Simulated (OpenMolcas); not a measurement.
# doublet C2H5Cl+: levels of theory compared

Aim: a comparison of 5 runs (UB3LYP/6-31G*, U-r2SCAN/6-311+G**, UBLYP/6-311+G**, USVWN5/6-311+G**, ROMP2/6-311+G**) of doublet C2H5Cl+. 

The calculation is run with OpenMolcas 26.06.

## (1) Starting point

C2H5Cl+: 8 atoms, total charge +1, spin state doublet. SMILES of the parent species: `CCCl`. The shape is that of a PBE0-D4/def2-TZVP optimisation. That shape belongs to the parent species and isn't relaxed for this state.

Bond lengths: C1–C2 1.507 Å, C2–Cl3 1.788 Å, C1–H4 1.094 Å, C1–H5 1.091 Å, C1–H6 1.091 Å, C2–H7 1.089 Å, C2–H8 1.089 Å. Some angles: C1–C2–Cl3 111.4°, C1–C2–H7 111.9°, C1–C2–H8 111.9°, Cl3–C2–H7 106.3°, Cl3–C2–H8 106.3°, C2–C1–H4 109.6°, C2–C1–H5 111.0°, C2–C1–H6 111.0°, H7–C2–H8 108.7°, H4–C1–H5 108.4°.

## (2) The energy at UB3LYP/6-31G(d) (spherical functions) (run 1)

Input file mol.xyz:

```xyz
8

C     -0.443010     0.585800    -0.310980
C      0.277050    -0.619150     0.237130
Cl     1.866810    -0.174460     0.923480
H     -1.409310     0.279580    -0.722170
H      0.135050     1.058950    -1.106120
H     -0.620590     1.325030     0.471490
H      0.475020    -1.361020    -0.535740
H     -0.281020    -1.094720     1.042920
```

Input file job.inp:

```
>>> EXPORT MOLCAS_PRINT=2
&GATEWAY
BasLib=$CurrDir
Coord=mol.xyz
Basis=6-31Gs
Group=NoSym
&SEWARD
GridInput
Grid=UltraFine
End of Grid
&SCF
UHF
Charge=1
Spin=2
KSDFT=B3LYP
Thresholds=1e-10 1e-07 1e-07 1e-05
PrOrbitals=1 1
```

The basis set 6-31G* is read from a file made from the Basis Set Exchange's data (not shown).

The run is started by

```
$ export MOLCAS_MEM=1860
$ pymolcas job.inp > job.log
```

The log of the run:

```text
--- Start Module: gateway ---
[...]
--- Stop Module: gateway /rc=_RC_ALL_IS_WELL_ ---
--- Start Module: seward ---
[...]
      Basis functions           56
--- Stop Module: seward /rc=_RC_ALL_IS_WELL_ ---
[...]
--- Start Module: scf ---
[...]
       Convergence after  21 Iterations
[...]
::    Total KS-DFT energy                            -539.0202460593
[...]
      Total spin, S                                     0.5011700914
[...]
      Total electronic charge=   33.000000
      Total            charge=    1.000000
[...]
      Dipole Moment (debye):
      Origin of the operator (angstrom)=    0.9620   -0.0983    0.4773
                   X= -1.4104E+00               Y= -9.3435E-01               Z= -5.1782E-01           Total=  1.7693E+00
      Center of Charge (angstrom)
[...]
--- Stop Module: scf /rc=_RC_ALL_IS_WELL_ ---
[...]
```

It took 33 s on 1 thread of Arm Neoverse V1, shared host; peak memory 0.39 GiB.

## (3) A single-point energy at U-r2SCAN/6-311+G(d,p) (run 2)

Input file run.inp:

```
&GATEWAY
BASLIB
$CurrDir
COORD
8
bohr
C     -0.83716757     1.10700156    -0.58766703
C      0.52354862    -1.17002393     0.44811076
Cl     3.52775963    -0.32968162     1.74512428
H     -2.66320992     0.52832963    -1.36470352
H      0.25520751     2.00112548    -2.09026386
H     -1.17274514     2.50394381     0.89098697
H      0.89765770    -2.57195505    -1.01240187
H     -0.53105084    -2.06872098     1.97083317
BASIS
6-311pGss
GROUP
NoSym
&SEWARD
GRIDINPUT
Grid=UltraFine
End of Grid
&SCF
UHF
CHARGE
1
SPIN
2
KSDFT
2
1.0 MGGA_X_R2SCAN
1.0 MGGA_C_R2SCAN
THRESHOLDS
1e-10 1e-07 1e-07 1e-05
PRORBITALS
1
```

The basis set 6-311+G** is read from a file made from the Basis Set Exchange's data (not shown).

The run is started by

```
$ export MOLCAS_MEM=1860
$ pymolcas run.inp > run.log
```

The log of the run:

```text
--- Start Module: gateway ---
[...]
--- Stop Module: gateway /rc=_RC_ALL_IS_WELL_ ---
--- Start Module: seward ---
[...]
      Basis functions          104
--- Stop Module: seward /rc=_RC_ALL_IS_WELL_ ---
[...]
--- Start Module: scf ---
[...]
       Convergence after  21 Iterations
[...]
::    Total KS-DFT energy                            -538.9746627251
[...]
      Total spin, S                                     0.5015121890
[...]
      Total electronic charge=   33.000000
      Total            charge=    1.000000
[...]
      Dipole Moment (debye):
      Origin of the operator (angstrom)=    0.9620   -0.0983    0.4773
                   X= -1.7589E+00               Y= -8.1106E-01               Z= -7.0553E-01           Total=  2.0614E+00
      Center of Charge (angstrom)
[...]
--- Stop Module: scf /rc=_RC_ALL_IS_WELL_ ---
[...]
```

Run time: 2 min. Hardware: 1 thread of Arm Neoverse V1, shared host; peak memory 0.59 GiB.

Runs 3 to 4 aren't shown in full; the table further down has their settings and results.

## (4) A single-point energy at ROMP2/6-311+G(d,p) (run 5)

Input file run.input:

```
>>> EXPORT MOLCAS_PRINT=2

&gateway
 baslib
 $CurrDir
 coord
 8
 angstrom
 C       -0.443010       0.585800      -0.310980
 C        0.277050      -0.619150       0.237130
 Cl       1.866810      -0.174460       0.923480
 H       -1.409310       0.279580      -0.722170
 H        0.135050       1.058950      -1.106120
 H       -0.620590       1.325030       0.471490
 H        0.475020      -1.361020      -0.535740
 H       -0.281020      -1.094720       1.042920
 basis
 6-311pGss
 group
 NoSym

&seward

&scf
 uhf
 charge
 1
 spin
 2
 thresholds
 1e-10 1e-07 1e-07 1e-05
 prorbitals
 1 1

&rasscf
 fileorb
 $Project.UnaOrb
 spin
 2
 nactel
 1 0 0
 inactive
 16
 ras2
 1
 outorbitals
 Canonical
 orblisting
 Few

&caspt2
 ipea
 0.0
 frozen
 7
```

The basis set 6-311+G** is read from a file made from the Basis Set Exchange's data (not shown).

The run is started by

```
$ export MOLCAS_MEM=1860
$ pymolcas run.input > run.log
```

The log of the run:

```text
--- Start Module: gateway ---
[...]
--- Stop Module: gateway /rc=_RC_ALL_IS_WELL_ ---
[...]
      Basis functions          104
[...]
       Convergence after  23 Iterations
[...]
::    Total SCF energy                               -537.8076732845
[...]
      Total spin, S                                     0.5042358812
[...]
--- Start Module: rasscf ---
[...]
      Number of active orbitals                  1
[...]
      Spin quantum number                      0.5
[...]
      Active orbitals                            1
[...]
      Number of CSFs                             1
[...]
      Number of root(s) required                 1
[...]
      Convergence after  7 iterations
[...]
      printout of CI-coefficients larger than  0.05 for root  1
      energy=    -537.802960
      conf/sym  1     Coeff  Weight
             1  u   1.00000 1.00000
      Natural orbitals and occupation numbers for root  1
      sym 1:   1.000000
      ************************************************************************************************************************
      *                                                    Final results                                                     *
[...]
::    RASSCF root number  1 Total energy:   -537.80295959
[...]
      Total electronic charge=   33.000000
      Total            charge=    1.000000
[...]
      Dipole Moment (debye):
      Origin of the operator (angstrom)=    0.9620   -0.0983    0.4773
                   X= -5.1420E-01               Y= -8.2001E-01               Z= -1.0788E-01           Total=  9.7388E-01
      Center of Charge (angstrom)
[...]
--- Stop Module: rasscf /rc=_RC_ALL_IS_WELL_ ---
[...]
--- Start Module: caspt2 ---
[...]
      E2 (Variational):          -0.4288084010
      Total energy:            -538.2317679937
[...]
      Reference weight:           0.87167
[...]
::    CASPT2 Root  1     Total energy:   -538.23176799
[...]
```

It took 25 s on 1 thread of Arm Neoverse V1, shared host; peak memory 0.59 GiB.

## (5) Overview of the runs

| run | level | integration grid | frozen core orbitals | energy (Eh) | HOMO energy (eV) | LUMO energy (eV) | ⟨S²⟩ | wall time |
| --- | --- | --- | --- | --- | --- | --- | --- | --- |
| 1 | UB3LYP/6-31G* (spherical functions) | UltraFine | – | -539.020246 | -15.75 | -13.78 | 0.752 | 33 s |
| 2 | U-r2SCAN/6-311+G** | UltraFine | – | -538.974663 | -14.76 | -14.25 | 0.753 | 2 min |
| 3 | UBLYP/6-311+G** | UltraFine | – | -539.016194 | -14.26 | -14.17 | 0.751 | 93 s |
| 4 | USVWN5/6-311+G** | UltraFine | – | -536.811938 | -14.56 | -14.35 | 0.751 | 81 s |
| 5 | ROMP2/6-311+G** | – | 7 | -538.231768 | – | – | – | 25 s |

## (6) Results

| quantity | value |
| --- | --- |
| run 5: total energy | -538.23177 Eh |

What this shows: Totals of different functionals can't be ranked against each other. All runs together took 5.9 min, the longest 2 min.
